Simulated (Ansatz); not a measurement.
**A saddle search, step by step**

CH₅AlO, closed shell, SPW92/def2-SVP (Ansatz 0.2.0). Settings; a guess of the unstable mode was typed too, and convergence needs a confirmed negative curvature besides the force tolerance:

```yaml
hamiltonian: {xc: lda}
saddle:
  f_tol: 0.05
  max_steps: 40
```

Start:

```json
{"atom": "Al1", "x (Å)": "-0.6041", "y (Å)": "-1.1530", "z (Å)": "0.8217"}
{"atom": "H2", "x (Å)": "-0.0585", "y (Å)": "-1.4759", "z (Å)": "-0.9276"}
{"atom": "O3", "x (Å)": "0.9360", "y (Å)": "0.0106", "z (Å)": "1.0290"}
{"atom": "C4", "x (Å)": "0.5017", "y (Å)": "0.7776", "z (Å)": "0.1523"}
{"atom": "H5", "x (Å)": "-0.2715", "y (Å)": "-0.6357", "z (Å)": "-1.1405"}
{"atom": "H6", "x (Å)": "-1.7892", "y (Å)": "-0.1055", "z (Å)": "0.3676"}
{"atom": "H7", "x (Å)": "1.2547", "y (Å)": "0.9448", "z (Å)": "-0.7313"}
{"atom": "H8", "x (Å)": "-0.0297", "y (Å)": "1.5932", "z (Å)": "0.3689"}
```

```tsv
step	energy less the last (meV)	largest force component (eV/Å)
1	598.3	4.354
2	63.1	0.980
3	20.1	0.410
4	7.5	0.223
5	4.1	0.181
6	0.6	0.151
7	-0.2	0.056
8	0.2	0.043
9	0.0	0.009
```

Step 2, positions (Å) and forces (eV/Å):

| atom | x | y | z | Fx | Fy | Fz |
| --- | --- | --- | --- | --- | --- | --- |
| Al1 | -0.615 | -1.171 | 0.801 | 0.274 | 0.346 | 0.070 |
| H2 | -0.083 | -1.507 | -0.949 | 0.078 | -0.209 | 0.050 |
| O3 | 0.901 | -0.048 | 1.065 | -0.185 | -0.802 | -0.079 |
| C4 | 0.539 | 0.793 | 0.167 | 0.494 | 0.090 | -0.980 |
| H5 | -0.146 | -0.671 | -1.100 | -0.003 | 0.269 | 0.070 |
| H6 | -1.679 | -0.008 | 0.338 | 0.151 | -0.070 | 0.035 |
| H7 | 1.095 | 0.920 | -0.822 | -0.166 | -0.370 | 0.611 |
| H8 | -0.072 | 1.647 | 0.440 | -0.644 | 0.745 | 0.222 |

Step 3, positions (Å) and forces (eV/Å):

| atom | x | y | z | Fx | Fy | Fz |
| --- | --- | --- | --- | --- | --- | --- |
| Al1 | -0.608 | -1.173 | 0.795 | 0.223 | 0.290 | 0.066 |
| H2 | -0.067 | -1.531 | -0.950 | -0.006 | 0.410 | -0.035 |
| O3 | 0.899 | -0.066 | 1.035 | -0.271 | -0.147 | -0.030 |
| C4 | 0.520 | 0.817 | 0.169 | 0.098 | -0.360 | -0.107 |
| H5 | -0.145 | -0.664 | -1.096 | 0.021 | -0.305 | 0.058 |
| H6 | -1.616 | 0.034 | 0.324 | 0.041 | -0.067 | -0.014 |
| H7 | 1.070 | 0.859 | -0.812 | -0.190 | 0.171 | 0.183 |
| H8 | -0.114 | 1.680 | 0.475 | 0.084 | 0.009 | -0.121 |

Step 8, positions (Å) and forces (eV/Å):

```json
{"atom": "Al1", "x": "-0.603", "y": "-1.164", "z": "0.820", "Fx": "0.006", "Fy": "0.003", "Fz": "-0.035"}
{"atom": "H2", "x": "-0.052", "y": "-1.493", "z": "-0.950", "Fx": "-0.007", "Fy": "-0.017", "Fz": "0.018"}
{"atom": "O3", "x": "0.887", "y": "-0.085", "z": "1.035", "Fx": "0.014", "Fy": "-0.043", "Fz": "0.020"}
{"atom": "C4", "x": "0.497", "y": "0.786", "z": "0.158", "Fx": "0.014", "Fy": "0.036", "Fz": "0.009"}
{"atom": "H5", "x": "-0.137", "y": "-0.648", "z": "-1.077", "Fx": "-0.015", "Fy": "-0.024", "Fz": "-0.009"}
{"atom": "H6", "x": "-1.599", "y": "0.032", "z": "0.307", "Fx": "0.026", "Fy": "0.004", "Fz": "-0.005"}
{"atom": "H7", "x": "1.042", "y": "0.855", "z": "-0.816", "Fx": "-0.027", "Fy": "0.008", "Fz": "0.016"}
{"atom": "H8", "x": "-0.096", "y": "1.674", "z": "0.464", "Fx": "-0.011", "Fy": "0.033", "Fz": "-0.013"}
```

Last step (9):

```xyz
8
angstrom
Al -0.5995 -1.1612 0.8048
H -0.0578 -1.4967 -0.9444
O 0.8890 -0.0859 1.0356
C 0.5032 0.7878 0.1570
H -0.1402 -0.6469 -1.0744
H -1.6122 0.0245 0.3165
H 1.0556 0.8614 -0.8113
H -0.0987 1.6732 0.4561
```

Hardware: 2 CPU threads of an Intel Xeon 6975P-C, shared host. Wall time about 25 s.
